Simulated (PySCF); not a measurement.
# CCSD(T)/STO-3G run of HNO2 (nitrous acid)

What is the energy change on altering one bond length of HNO2 (nitrous acid) at CCSD(T)/STO-3G? Input form: a Python script.

The results are computed with PySCF 2.14.0.

11 further runs of the same task are left out: 11 set aside as unsound or not needed.

## 1. The molecule

HNO2 has 4 atoms, charge 0, and is taken as a singlet. As SMILES, `O=NO`. The shape is that of a GFN2-xTB optimisation.

Bond lengths: O1–N2 1.181 Å, N2–O3 1.392 Å, O3–H4 0.968 Å. Angles: O1–N2–O3 113.7°, N2–O3–H4 106.9°.

## 2. A single-point energy at CCSD(T)/STO-3G

calc.py

```python
# nitrous acid
from pyscf import gto, scf, cc

mol = gto.M(
    atom='''
O      0.802567     0.086342     2.780373
N      0.603408    -0.777471     0.731853
O     -0.675142     0.785956    -0.954992
H     -0.730814    -0.094826    -2.557234
''',
    verbose=4,
    max_memory=1860,
    unit='bohr',
    basis='sto-3g',
    charge=0,
    spin=0,
)

mf = scf.RHF(mol)
mf.conv_tol = 1e-10
mf.kernel()
if not mf.converged:
    mf = mf.newton().run(mf.mo_coeff, mf.mo_occ)

mycc = cc.CCSD(mf, frozen=3)
mycc.kernel()
e_t = mycc.ccsd_t()
energy = mycc.e_tot + e_t
print('E = %.10f Eh' % energy)
```

Started as:

```console
$ OMP_NUM_THREADS=1 python calc.py
```

Standard output:

```text
PySCF version 2.14.0

[INPUT] num. atoms = 4
[INPUT] num. electrons = 24
[INPUT] charge = 0
[INPUT] spin (= nelec alpha-beta = 2S) = 0
[INPUT] symmetry False subgroup None
[INPUT] Mole.unit = bohr
[INPUT] Symbol           X                Y                Z      unit          X                Y                Z       unit  Magmom
[INPUT]  1 O      0.424700166636   0.045690218745   1.471310029457 AA    0.802567000000   0.086342000000   2.780373000000 Bohr   0.0
[INPUT]  2 N      0.319309762487  -0.411419935351   0.387279929343 AA    0.603408000000  -0.777471000000   0.731853000000 Bohr   0.0
[INPUT]  3 O     -0.357269760535   0.415910003986  -0.505360003011 AA   -0.675142000000   0.785956000000  -0.954992000000 Bohr   0.0
[INPUT]  4 H     -0.386730114221  -0.050179758203  -1.353229955790 AA   -0.730814000000  -0.094826000000  -2.557234000000 Bohr   0.0

[... 48 lines left out ...]
converged SCF energy = -201.906896579653
[... 12 lines left out ...]
Init t2, MP2 energy = -202.067815291838  E_corr(MP2) -0.160918712185026
[... 15 lines left out ...]
CCSD converged
[... 2 lines left out ...]
E = -202.1017268465 Eh
```

It took 0.81 s on 1 thread of Arm Neoverse V1, shared host; peak memory 0.1 GiB.

## 3. The distorted shape at the same level

job.py

```python
from pyscf import gto, cc

molecule = gto.M(
    atom=[
    ('O', (0.439431, 0.278747, 1.895267)),
    ('N', (0.334041, -0.178363, 0.811237)),
    ('O', (-0.342539, 0.648967, -0.081403)),
    ('H', (-0.386730, -0.050180, -1.353230)),
],
    basis='sto-3g',
    verbose=3,
    max_memory=1860,
)

mf = molecule.RHF()
mf.conv_tol = 1e-10
mf.kernel()
if not mf.converged:
    mf = mf.newton().run(mf.mo_coeff, mf.mo_occ)

mycc = cc.CCSD(mf, frozen=3)
mycc.kernel()
e_t = mycc.ccsd_t()
energy = mycc.e_tot + e_t
print('E(%s) = %.9f' % ('CCSD(T)', energy))
```

Started as:

```console
$ OMP_NUM_THREADS=1 python job.py
```

Standard output:

```text
converged SCF energy = -201.7920133017
E(CCSD) = -202.0300203050874  E_corr = -0.238007003387282
CCSD(T) correction = -0.00801336729432395
E(CCSD(T)) = -202.038033672
```

Run time: 0.93 s. Hardware: 1 thread of Arm Neoverse V1, shared host; peak memory 0.12 GiB.

## 4. Summary of results

Level: CCSD(T)/STO-3G, 3 core orbitals frozen.

| quantity | value |
| --- | --- |
| first shape: total energy | -202.10173 Eh |
| first shape: dipole moment (Hartree–Fock density) | 1.72 D |
| first shape: HOMO energy (Hartree–Fock orbitals) | -8.98 eV |
| first shape: LUMO energy (Hartree–Fock orbitals) | 6.34 eV |
| first shape: HOMO–LUMO gap (Hartree–Fock orbitals) | 15.31 eV |
| first shape: correlation energy (3 core orbitals frozen) | -194.8 mEh |
| first shape: (T) correction | -6.59 mEh |
| first shape: T1 diagnostic | 0.019 |
| distorted shape: total energy | -202.03803 Eh |
| distorted shape: dipole moment (Hartree–Fock density) | 1.73 D |
| distorted shape: HOMO energy (Hartree–Fock orbitals) | -8.76 eV |
| distorted shape: LUMO energy (Hartree–Fock orbitals) | 6.42 eV |
| distorted shape: HOMO–LUMO gap (Hartree–Fock orbitals) | 15.18 eV |
| distorted shape: correlation energy (3 core orbitals frozen) | -246.0 mEh |
| distorted shape: (T) correction | -8.01 mEh |
| distorted shape: T1 diagnostic | 0.023 |
| energy change with the O3–H4 bond stretched from 0.968 to 1.452 Å | 1.733 eV |

**Reading.** With the O3–H4 bond stretched from 0.968 to 1.452 Å the energy rises by 1.73 eV (40 kcal/mol). The first shape isn't relaxed at this level, so the change isn't measured from a minimum. The minimal basis adds a large error of its own. The triples (first shape) make up 3.4 % of the correlation energy. The T1 diagnostic (distorted shape) of 0.023 is above the customary mark for such species, so a single reference may not serve. The triples (distorted shape) make up 3.3 % of the correlation energy.
